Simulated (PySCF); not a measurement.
Bonds (- single, = double, # triple, : aromatic): C1-C2 1.525 Å, C2-C3 1.525 Å, C2-C4 1.527 Å, C2-S5 1.848 Å. C1 carries H6, H7, H8; C3 carries H9, H10, H11; C4 carries H12, H13, H14; S5 carries H15.

[PySCF 2.14: PBE0/pcSseg-1 with gauge-including orbitals; PBE0-D3(BJ)/def2-SVP geometry; one conformer; no solvent model; equivalent nuclei averaged; non-relativistic]

Scale: 13C (σref 184.41) and 1H (σref 31.27) vs TMS; 33S (σref 495.66) vs CS2 (reference shieldings calculated alike).

```tsv
atoms	nucleus	count	δ (ppm)
C2	13C	1	44.3
H15	1H	1	1.85
H6/H7/H8/H9/H10/H11/H12/H13/H14	1H	9	1.37
S5	33S	1	?
C1/C3/C4	13C	3	?
```

Q: Complete the table.

A: 
- C1/C3/C4: 36.1 ppm, methyl carbon; saturated and bonded to C and H only
- S5: 33 ppm, thiol sulfur

Exchangeable OH/NH protons stand at their gas-phase positions; hydrogen bonding in a real sample shifts them, mostly to higher δ. Shifts are as computed. Against solution values, carbons near 30 ppm lie about +2 ppm off and those near 130 ppm about +5 ppm; carbons on S a further +3 ppm. Of 1211 compounds with measured shifts, 218 miss one by over three times the rms of a fit or turn the order of signals round; such compounds aren't used in these exercises.
